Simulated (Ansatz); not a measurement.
A calculation with Ansatz (development build ahead of 0.2.0).

```yaml
crystal:
  periodic: [false, false, false]
  atoms:
    - { symbol: Na, position_ang: [0.0, 0.0, 0.0] }
    - { symbol: Cl, position_ang: [1.12762, 1.50349, 3.25515] }
basis:
  gaussian: { orbitals: STO-3G }
magnetization:
  initial_magnetization: 2
hamiltonian:
  xc: hf
correlation:
  method: fci
  frozen_orbitals: { Cl: 5, Na: 1 }
```

The input is written out in the form of the current development build from the run's settings.

Output:

```json
{
  "Converged": "yes",
  "Total energy": "-614.25362 hartree",
  "State": "lowest triplet root, of any spatial symmetry"
}
```
